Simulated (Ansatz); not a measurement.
**CHSi (quartet): the correlation ladder at distance C2–H3 = 1.175 Å, 6-31G**

How much of the correlation energy of CHSi (quartet) does each wave-function method recover here?

The runs use Ansatz 0.2.0, Gaussian basis; 6-31G, core rule «outside noble gas», up to 6 orbitals frozen.

Plan: UHF; CCSD(T) on ROHF; CCSD(T) on UHF; BCCD(T) on ROHF; CISD; CCSDT(Q) on ROHF; CCSDT(Q) on UHF; CCSDTQ on ROHF; CASSCF and MRCISD+Q, 5 electrons in 5 orbitals; CASSCF and NEVPT2, 5 electrons in 5 orbitals; CASSCF and MRCISD+Q, 9 electrons in 9 orbitals; CASSCF and NEVPT4(SD), 9 electrons in 9 orbitals; CASSCF and NEVPT2, 9 electrons in 9 orbitals; Full CI.

18 further runs of the same task are left out: 2 for a mislabelled method, 13 that didn't finish, 3 set aside as unsound or not needed.

## Step 1: What is computed

The geometry derives from a PBE0/def2-TZVP stationary point (not a proven minimum). One bond is set to the value named and the two fragments are kept rigid.

3 atoms, charge 0, spin multiplicity 4.

Atoms are counted from 1 here; the program's logs count them from 0.

Bond lengths: Si1–C2 1.893 Å, C2–H3 1.175 Å. Angles: Si1–C2–H3 133.1°.

As a file:

```csv
atom,x (Å),y (Å),z (Å)
Si1,0.0000,0.0313,0.6187
C2,0.0000,-0.1283,-1.2671
H3,0.0000,0.6583,-2.1400
```

## Step 2: UHF

in.yaml

```yaml
crystal:
  periodic: [false, false, false]
  atoms:
    - {symbol: Si, position_ang: [0.000000, 0.031252, 0.618676]}
    - {symbol: C, position_ang: [0.000000, -0.128324, -1.267111]}
    - {symbol: H, position_ang: [0.000000, 0.658298, -2.139952]}
basis:
  gaussian: {orbitals: 6-31G}
magnetization: {spin_polarized: true, initial_magnetization: 3}
hamiltonian: {xc: hf}
output: {orbitals: {seedname: orbitals}}
```

Started as:

```console
$ ansatz run in.yaml --threads 1 --pin off --events-out ev --progress --plain --max-ram 2393MiB
```

Further steps of the session: CCSD(T) on ROHF; CCSD(T) on UHF; BCCD(T) on ROHF; CISD; CCSDT(Q) on ROHF; CCSDT(Q) on UHF; CCSDTQ on ROHF; CASSCF and MRCISD+Q, 5 electrons in 5 orbitals; CASSCF and NEVPT2, 5 electrons in 5 orbitals; CASSCF and MRCISD+Q, 9 electrons in 9 orbitals; CASSCF and NEVPT4(SD), 9 electrons in 9 orbitals; CASSCF and NEVPT2, 9 electrons in 9 orbitals; Full CI.

Before running them: what should the planned runs give, taken together? Wanted: FCI below the RHF energy; RMP2 from FCI; UMP2 from FCI; RCCSD from FCI; RCCSD(T) from FCI; UCCSD(T) from FCI; RCCSDT(Q) from FCI; UCCSDT(Q) from FCI; MRCISD+Q pair from FCI.

As calculated:

```
                         quantity                                                                                                        value
         FCI below the RHF energy                                                                                                   -2.9795 eV
                    RMP2 from FCI                                                                                                   +786.0 meV
                    UMP2 from FCI                                                                                                   +763.1 meV
                   RCCSD from FCI                                                                                                    +86.0 meV
                RCCSD(T) from FCI                                                                                                    +25.9 meV
                UCCSD(T) from FCI                                                                                                    +26.2 meV
               RCCSDT(Q) from FCI                                                                                                     +1.0 meV
               UCCSDT(Q) from FCI                                                                                                     +0.3 meV
           MRCISD+Q pair from FCI                                                                                                     +5.0 meV
          NEVPT2 valence from FCI                                                                                                   +317.1 meV
      NEVPT4(SD) valence from FCI                                                                                                    +47.8 meV
levels within 1 kcal/mol (43 meV)  RCCSD(T), UCCSD(T), BCCD(T), RCCSDT, UCCSDT, RCCSDT(Q), UCCSDT(Q), RCCSDTQ, MRCISD+Q pair, MRCISD+Q valence
                    T1 diagnostic                                                                                                        0.029
   effectively unpaired electrons                                                                                                         3.05
```

RCCSD(T) lands +25.9 meV from the yardstick (0.9 % of the correlation energy). One determinant dominates. Of the multireference levels listed MRCISD+Q pair comes nearest in total energy (+5.0 meV), which doesn't show that its space is the better one. These misses are within one basis, not against nature; the frozen cores of restricted and unrestricted runs differ, which can shift their rows.
